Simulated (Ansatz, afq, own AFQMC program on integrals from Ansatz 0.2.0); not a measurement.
CH4Si, singlet in def2-TZVP, levels against CCSDT(Q)

```xyz
6

C    -0.7161   -0.5302   -0.2566
Si    0.6027    0.4461    0.2158
H    -1.3936   -0.9848    0.4718
H    -0.9377   -0.7407   -1.3067
H     0.9145    0.7397    1.6384
H     1.5302    1.0700   -0.7627
```

Connectivity, by distances: CH2–SiH2.

Basis def2-TZVP. Noble-gas cores (and the filled d shells of Ga–Kr and In–Xe) are frozen. AFQMC by an in-house program on the Cholesky factors that Ansatz 0.2.0 writes for its CCSD(T) run. The CISD trial takes its coefficients from CCSD amplitudes. Released means that phaseless walkers are propagated on without the constraint, phases kept. ± is one standard error of the sampling.

Determinant: UHF, the one that the program's search chose, which needn't be the lowest solution. The geometry is a PBE0/def2-SVP stationary point of this or a neighbouring charge and spin state.

No full CI on the walks' own integrals is used here; CCSDT(Q) serves as the reference and is uncertain by about the last step of the cluster series.

Cautions: an unrestricted solution with more broken spin lies lower (46 meV, ⟨S²⟩ 0.27), while this determinant keeps restricted orbitals.

* T1 diagnostic: 0.0150
* weight of the determinant in the CISD state: 0.856
* ⟨S²⟩ of the determinant: 0.000
* size of the correlated space: 12 electrons in 86 orbitals

```
  level  correlation energy (eV)
    MP2                  -7.7220
   CCSD                  -8.5912
CCSD(T)                  -8.9701
```

Task: Estimate where phaseless AFQMC with a CISD trial lies against CCSD(T) on the same integrals.

Result: 3.4 ± 0.5 kJ/mol below CCSD(T).

Reference: CCSDT(Q), correlation energy -9.021 eV. The released energy is read at 2.40 1/Eh (meV from the phaseless value at times in 1/Eh: -6 ± 5 at 0.24, -11 ± 5 at 0.51, -11 ± 4 at 0.99, -14 ± 6 at 1.62, -16 ± 8 at 2.40).

```json
{"level": "CCSD(T)", "E − E(reference) (kJ/mol)": "4.9", "share of correlation (%)": "99.44"}
{"level": "CCSDT", "E − E(reference) (kJ/mol)": "2.4", "share of correlation (%)": "99.73"}
{"level": "ph-AFQMC/CISD", "E − E(reference) (kJ/mol)": "1.5 ± 0.5", "share of correlation (%)": "99.83"}
{"level": "released AFQMC", "E − E(reference) (kJ/mol)": "-0.1 ± 0.8", "share of correlation (%)": "100.01"}
```

Released energies are given only where the last usable release times agree within the noise; a slower fall can still hide under it.
